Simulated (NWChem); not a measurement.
**Correlation energy of O (-1)**

```
O
```
Charge -1, spin multiplicity 2.

Program: NWChem.

Basis set: def2-SVPD. Each correlation energy counts from its own Hartree-Fock reference.

```
method           correlation energy (mHa)
---------------  ------------------------
UMP2                               -171.7
SCS-UMP2                           -167.2
CCSD on UHF                        -181.9
CCSD[T] on UHF                     -188.8
CCSD(T) on UHF                     -187.4
CCSD on ROHF                       -186.3
CCSD[T] on ROHF                    -193.7
CCSD(T) on ROHF                    -192.2
CCSDT on ROHF                      -192.5
```

The values span 26.5 mHa, from CCSD[T] on ROHF (lowest) to SCS-UMP2 (highest). 

The correlated methods keep 1 core orbital frozen. No SCF solution was tested for a lower state. Open-shell Hartree-Fock references start from PBE0 orbitals. Coupled-cluster values serve here as a point of comparison, not as the truth.
